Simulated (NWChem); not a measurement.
Molecule: carbon disulfide (CS$_{2}$); SMILES S=C=S

```xyz
3

S     -1.5618     0.0573     0.0172
C      0.0000     0.0002     0.0000
S      1.5618    -0.0572    -0.0172
```
Atoms are numbered in this order, from 1.

Results from NWChem. Pople sets run with spherical d functions. All runs use the structure optimised with B3LYP/6-31G* (spherical d). Vertical excitations in the gas phase; the lowest state need not have the same character in each row.

| level | lowest excitation, singlet (eV) | oscillator strength of that lowest state | lowest state with f > 0.02, singlet (eV) | lowest triplet (eV) | orbital gap (eV) |
|---|---|---|---|---|---|
| PBE/6-31+G*, full TDDFT | 4.02 | 0.000 | 6.55 | 3.32 | 4.02 |
| B3LYP/6-31+G*, full TDDFT | 3.95 | 0.000 | … | … | … |
| LRC-wPBEh/6-31+G*, full TDDFT | 3.83 | 0.000 | 6.73 | 2.95 | 9.14 |
| PBE0/6-31+G*, full TDDFT | 3.98 | 0.000 | 6.74 | 3.12 | 5.83 |

Question: Complete the blanks.

Answer: 
- B3LYP/6-31+G*, full TDDFT, lowest state with f > 0.02, singlet (eV): 6.61
- B3LYP/6-31+G*, full TDDFT, lowest triplet (eV): 3.20
- B3LYP/6-31+G*, full TDDFT, orbital gap (eV): 5.42
